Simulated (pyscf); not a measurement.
PySCF, gas phase, ωB97X-D3(BJ)/def2-SVP geometries.

**Question.** How much does it cost (ΔH, 298 K, ωB97M-D3(BJ)/def2-TZVP) to split H₃C–CH₂–B(CH₃)–CH₃ at its B–C bond into •H₂C–CH₃ + [H₃C–B–CH₃]•?

**Answer.** B–C to •H₂C–CH₃ + [H₃C–B–CH₃]•: 421.7 kJ/mol. The 7 functionals that were run give +378.1 (r²SCAN) to +421.7 kJ/mol (ωB97M-D3(BJ)). The radicals are drawn with the spin at the cut bond; how far it spreads was not checked. Other isomers of •H₂C–CH₃, [H₃C–B–CH₃]• were not searched in full and may lie lower.
